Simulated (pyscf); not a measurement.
O=V(OH)(OH)–OH + ammonia (NH₃) → H₂N–V(=O)(OH)–OH + water (H₂O) (four-centre exchange; singlet surface; O–V, H–N broken, N–V, H–O formed). Structures and frequencies: ωB97X-D3(BJ)/def2-SVP in PySCF. Energies in kcal/mol from the separated reactants.

```
level                      barrier  reaction energy
----------------------  ----------  ---------------
ωB97X-D3(BJ)/def2-TZVP  (withheld)       (withheld)
PBE/def2-TZVP                 16.4            +10.6
r²SCAN/def2-TZVP        (withheld)            +11.1
B3LYP-D3(BJ)/def2-TZVP        18.3             +9.8
ωB97M-D3(BJ)/def2-TZVP        18.9             +9.6
HF/def2-TZVP                  35.3            +10.4
```

Q: Fill in the missing entries.

A: 
- ωB97X-D3(BJ)/def2-TZVP, barrier: 17.8
- ωB97X-D3(BJ)/def2-TZVP, reaction energy: +9.5
- r²SCAN/def2-TZVP, barrier: 16.0

The functionals in the table span 2.9 kcal/mol in this barrier, from r²SCAN to ωB97M-D3(BJ). On the reactant side the descent ends in an adduct with a N–V contact, 7.0 kcal/mol under the separated species and 24.7 kcal/mol under the saddle at ωB97X-D3(BJ)/def2-TZVP. On the product side the descent ends in a complex (not fully relaxed), 6.9 kcal/mol under the separated species and 15.2 kcal/mol under the saddle at ωB97X-D3(BJ)/def2-TZVP. What is counted as formed (N–V) is already present as a longer contact in the reactant adduct; forming that adduct is a step of its own. One saddle was located; it need not be the lowest between these sides.
